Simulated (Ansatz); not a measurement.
CH5, doublet: from triple and quadruple zeta to the limit

```xyz
6

H    -2.1409    0.0000    0.0000
H    -1.3959    0.0000    0.0000
C     0.2371    0.0000    0.0000
H     0.2371   -1.0800    0.0000
H     0.2371    0.5400    0.9353
H     0.2371    0.5400   -0.9353
```

Ansatz 0.2.0, UHF determinant, valence electrons correlated. Energies in eV.

```json
{"set": "def2-TZVPP", "X": "3", "functions": "101", "Hartree–Fock": "-1107.0847", "MP2 correlation": "-5.3984", "CCSD(T) correlation": "-6.3105", "time": "4.7 s on 1 × NVIDIA H100 80GB HBM3 with 1 thread of AMD EPYC 7R13 Processor (Zen 3), with other jobs on the host"}
{"set": "def2-QZVPP", "X": "4", "functions": "207", "Hartree–Fock": "-1107.1570", "MP2 correlation": "-5.7290", "CCSD(T) correlation": "-6.5881", "time": "8.5 s on 1 × NVIDIA H100 80GB HBM3 with 1 thread of AMD EPYC 7R13 Processor (Zen 3), with other jobs on the host"}
```

Hartree–Fock is taken to follow E(X) = E∞ + A·exp(−7.88·√X), correlation E(X) = E∞ + B·X^−2.97.

Task: Work out the CCSD(T) energy at the limit, and how far the shortcut misses it that extrapolates MP2 and adds CCSD(T) minus MP2 from the smaller set.

Result: Hartree–Fock: E∞ = E4 + 0.1377·(E4 − E3) = -1107.1669. Correlation: E∞ = E4 + 0.7407·(E4 − E3) = -6.7938 for CCSD(T) and -5.9739 for MP2. The limit is -1113.9607 eV, 0.216 eV below def2-QZVPP. The shortcut gives a correlation energy of -5.9739 + (-0.9121) = -6.8860, 92 meV lower than the direct value.
